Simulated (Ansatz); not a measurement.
Working through a geometry optimisation of C2H6N, SMILES [CH2]NC

With Ansatz 0.2.0, Python API.

Notebook, run cell by cell (the value of a cell's last expression is shown):

**Cell 1**
```python
import ansatz
import numpy as np
```

**Cell 2**
```python
config = {
    "basis_set": "6-31G*",
    "functional": "b3lyp",
}
```

**Cell 3**
```python
geometry_ang = [
    ("C", (-0.5959, 0.6176, -0.9924)),
    ("N", (-0.3394, 0.4618, 0.4171)),
    ("C", (0.41, -0.7423, 0.6264)),
    ("H", (-0.7435, -0.1694, -1.6719)),
    ("H", (-0.7839, 1.6577, -1.4156)),
    ("H", (0.1244, 1.2892, 0.8355)),
    ("H", (-0.0655, -1.6328, 0.2984)),
    ("H", (1.4531, -0.6765, 0.1309)),
    ("H", (0.6291, -0.8516, 1.7545)),
]
molecule = ansatz.Crystal.molecule()
for symbol, xyz in geometry_ang:
    molecule = molecule.atom(symbol, xyz)
```

**Cell 4**
```python
calc = (
    molecule.calculation()
    .basis(gaussian=config["basis_set"])
    .functional(config["functional"])
    .spin("collinear", total=1)
)
symbols = [site.symbol for site in molecule.cartesian_sites]
start = np.array([site.position_ang for site in molecule.cartesian_sites], dtype=float)
data = calc.relax(force_tolerance=0.02).run(threads=1).report
end = np.array(data["positions_ang"])

print("reference energy %16.6f eV" % data["reference_energy_ev"])
print("total energy     %16.6f eV" % data["free_energy_ev"])
print("occupied (up, down):", data["n_occupied"], " virtual:", data["n_virtual"], " frozen:", data["n_frozen"])
```
Output:
```text
reference energy     -3660.084144 eV
total energy         -3660.084144 eV
occupied (up, down): [13, 12]  virtual: [44, 45]  frozen: 0
```

**Cell 5**
```python
print("bond        before    after (A)")
for i, j in [(0, 1), (0, 3), (0, 4), (1, 2), (1, 5), (2, 6), (2, 7), (2, 8)]:
    d0, d1 = (np.linalg.norm(xyz[i] - xyz[j]) for xyz in (start, end))
    print(f"{symbols[i]}{i}-{symbols[j]}{j}".ljust(10), f"{d0:8.4f} {d1:8.4f}")
```
Output:
```text
bond        before    after (A)
C0-N1        1.4411   1.3936
C0-H3        1.0502   1.0870
C0-H4        1.1385   1.0860
N1-C2        1.4336   1.4545
N1-H5        1.0367   1.0147
C2-H6        1.0614   1.0958
C2-H7        1.1567   1.1024
C2-H8        1.1544   1.0944
```

**Cell 6**
```python
charges = data["charge_distribution"]
print("dipole moment", round(4.803205 * float(np.linalg.norm(charges["dipole_moment_e_ang"])), 3), "D")
print("Mulliken:", [(s, round(q, 3)) for s, q in zip(symbols, charges["mulliken_charges_e"])])
```
Output:
```text
dipole moment 1.163 D
Mulliken: [('C', -0.24), ('N', -0.484), ('C', -0.298), ('H', 0.129), ('H', 0.127), ('H', 0.314), ('H', 0.16), ('H', 0.143), ('H', 0.15)]
```

What to keep in mind:
- Total energies depend on the basis set; only differences at equal settings carry meaning.
- The end point is the stationary point reached from this start; no frequency run checks that it is a minimum, and the basis set is modest.
- The species is open-shell (spin multiplicity 2).
- b3lyp holds the VWN-RPA fit, as in Gaussian; the form of ORCA and Turbomole is b3lyp5.
- Run time: 9.6 s on 1 thread of Intel(R) Xeon(R) 6975P-C (Granite Rapids), with other jobs on the host, peak memory 0.21 GiB.

(Lines on the test bed's own set-up are left out of the output.)
